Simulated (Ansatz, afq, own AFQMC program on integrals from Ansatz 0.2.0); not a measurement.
GaH$_{3}$Se, singlet: AFQMC among the cluster methods

```xyz
5

Ga    0.0000    0.0145    1.2155
Se    0.0000   -0.0313   -1.1066
H     0.0000    1.4015    1.9300
H     0.0000   -1.3846    1.9060
H     0.0000    1.4319   -1.2283
```

Connectivity, by distances: GaH2–SeH.

Basis cc-pVDZ. Noble-gas cores (and the filled d shells of Ga–Kr and In–Xe) are frozen. Ansatz 0.2.0 and our own AFQMC program on the same integrals; the CISD trial comes from CCSD amplitudes, and released means the phaseless constraint is let go. Free projection: walkers drawn from exp(T), propagated without any constraint. Its projection time is finite, and what remains of the start isn't in its error. Error bars are statistical, one sigma. No spin–orbit coupling.

Determinant: RHF, the one that the program's search chose, which needn't be the lowest solution. The geometry is a PBE0/def2-TZVP stationary point of this or a neighbouring charge and spin state.

No full CI on the walks' own integrals is used here. The released AFQMC energy serves as the reference, which it does only where one determinant dominates, the energy is flat over the last release times and near the phaseless one (40 meV or 2 meV an electron, half that with transition metals). On small molecules, where full CI could be run and the noise was under 10 meV, such values lay within 10 meV of it in 19 cases of 20, a flattering rate, since the rule was set on those same cases; what remains of the bias isn't in the error bar.

Cautions: no relativity below Rb; no spin-orbit coupling; inner d shell frozen; the ph-AFQMC/CISD walk drifts between its halves (2.1 errors); the released value is read at 2.40 1/Eh with a noise of 13 meV, more than in the cases checked (meV from the phaseless value at times in 1/Eh: 5 ± 10 at 0.24, 11 ± 8 at 0.51, 16 ± 10 at 0.99, 11 ± 12 at 1.62, 17 ± 13 at 2.40).

```
T1 diagnostic                               : 0.0134
weight of the determinant in the CISD state : 0.881
size of the correlated space                : 12 electrons in 41 orbitals
```

| level | correlation energy (eV) |
| --- | --- |
| MP2 | -5.0270 |
| CCSD | -5.9150 |
| CCSD(T) | -6.0590 |

Q: Estimate where phaseless AFQMC with the Hartree–Fock trial lies against CCSD(T) on the same integrals.

A: 4.1 ± 5.1 kJ/mol below CCSD(T). The gap is under twice the noise, so this walk alone can't tell the two apart.

Reference: AFQMC with the constraint released, correlation energy -6.093 ± 0.013 eV.

| level | E − E(reference) (kJ/mol) | share of correlation (%) |
| --- | --- | --- |
| CCSD(T) | 3.3 ± 1.2 | 99.44 |
| ph-AFQMC/HF | -0.8 ± 5.3 | 100.14 |
| ph-AFQMC/CISD | -1.7 ± 1.6 | 100.28 |
| free AFQMC | 0.9 ± 1.6 | 99.85 |

Free projections are given only where their last times agree within the noise and don't stop above the reference; a slow remainder of the start can still hide under it. A walk keeps the symmetry of its determinant, which the program's search chose and which needn't be the lowest solution, so a lower state of the same spin and another symmetry isn't excluded. Released energies are given only where the last usable release times agree within the noise; a slower fall can still hide under it.
